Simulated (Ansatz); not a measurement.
`COCC=O` + H–F → `COCF` + `C=O`  (substitution at a C–C bond)

Computed with Ansatz on PBE0-D4/def2-TZVP structures; ΔE is electronic, products minus reactants. CCSD(T)/CBS is the MP2 limit (def2-TZVPP, def2-QZVPP) plus CCSD(T) − MP2 in def2-TZVPP, frozen cores. This one scheme is used for every species. Functionals use def2-TZVPP. B3LYP here is the variant with VWN-RPA as its local correlation; programs differ in this. HSE06 is defined as in plane-wave codes. Each species was taken in one conformer, which may not be the lowest.

```csv
level,ΔE (kJ/mol),difference from CCSD(T)/CBS
LDA (SPW92),40.5,-0.6
PBE-D4,34.0,-7.1
revPBE-D4,36.0,-5.1
BLYP-D4,26.7,-14.4
r2SCAN-D4,32.0,-9.1
B97M-V,29.9,-11.2
PBE0-D4,37.2,-3.9
B3LYP-D4,29.4,-11.7
r2SCANh-D4,33.5,-7.6
HSE06-D4,37.1,-4.0
BHLYP-D4,29.6,-11.5
CAM-B3LYP-D4,28.3,-12.8
ωB97X-V,29.5,-11.6
ωB97M-V,32.4,-8.7
B2PLYP,29.3,-11.8
PBE-QIDH,39.0,-2.1
PBE,30.1,-11.0
revPBE,26.2,-14.9
BLYP,18.8,-22.3
r2SCAN,30.9,-10.2
PBE0,33.8,-7.3
B3LYP,23.4,-17.7
r2SCANh,32.3,-8.8
r2SCAN0,34.1,-7.0
LC-ωPBE,32.7,-8.4
RPA@PBE/def2-TZVPP,27.7,-13.4
HF/def2-SVP,8.9,-32.2
MP2/def2-SVP,28.9,-12.2
CCSD/def2-SVP,20.9,-20.2
CCSD(T)/def2-SVP,21.9,-19.2
HF/def2-TZVPP,17.5,-23.6
SCS-MP2/def2-TZVPP,34.8,-6.3
CCSD/def2-TZVPP,34.2,-6.9
CCSD(T)/def2-TZVPP,35.8,-5.3
HF/def2-QZVPP,17.8,-23.3
MP2/def2-QZVPP,46.7,5.6
SCS-MP2/def2-QZVPP,38.0,-3.1
HF/CBS(def2),17.8,-23.3
MP2/CBS(def2),48.8,7.7
CCSD/CBS(def2),39.5,-1.6
CCSD(T)/CBS,41.1,0
```

Largest T1 diagnostic among the species: 0.015.

In def2-TZVPP, CCSD(T) changes the Hartree–Fock value by +18.4 kJ/mol (the triples alone add +1.6 kJ/mol) and MP2 by +26.1 kJ/mol. From r2SCAN to r2SCAN0 (25 % exact exchange), in def2-TZVPP and without D4, ΔE moves by +3.2 kJ/mol.
